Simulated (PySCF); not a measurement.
Gas-phase reaction: 3 SiH2ClNH2 + HSiNH2 ⇌ trisilylamine + 2 NH2 + SiCl3NH2

Energies from PySCF, thermal terms from the rigid-rotor harmonic-oscillator model, ideal gas at 1 bar. † marks an energy on the PBE0/def2-TZVP geometry and frequencies; other levels use their own. MP2 freezes the core. 6-31G* has spherical d functions here. Open shells (unrestricted): NH2 (multiplicity 2); the rest are closed-shell singlets. B3LYP is the form with VWN-RPA correlation. SiH2ClNH2, HSiNH2, SiCl3NH2: computed as isolated molecules; such fragments, hydroxides, amides, oligomers or adducts are transient or little studied in the gas. MP2 isn't extrapolated to the basis-set limit; its ΔH°(298 K) is 292.1 kJ in def2-SVP and 311.7 kJ in def2-TZVPP. The harmonic model lacks anharmonicity and excited electronic states, which grow with temperature; levels with a mode under 35 cm⁻¹ are left out. Internal rotation in SiH2ClNH2, HSiNH2, trisilylamine, SiCl3NH2 is treated as a harmonic vibration of one conformer, which makes the entropy rough.

```tsv
level	ΔE electronic, kJ	ΔH°(298 K), kJ	ΔS°(298 K), J/K	ΔG°(1600 K), kJ
B3LYP/6-31G*	349	314	-8	306
B3LYP/def2-TZVP†	348	313	-12	312
HF/6-31G*	187	150	-20	162
MP2/def2-TZVPP†	346	312	-12	311
PBE0/def2-SVP†	342	307	-12	306
```
ΔH° is lowest at HF/6-31G* and highest at B3LYP/6-31G*. No reference value is set beside these.
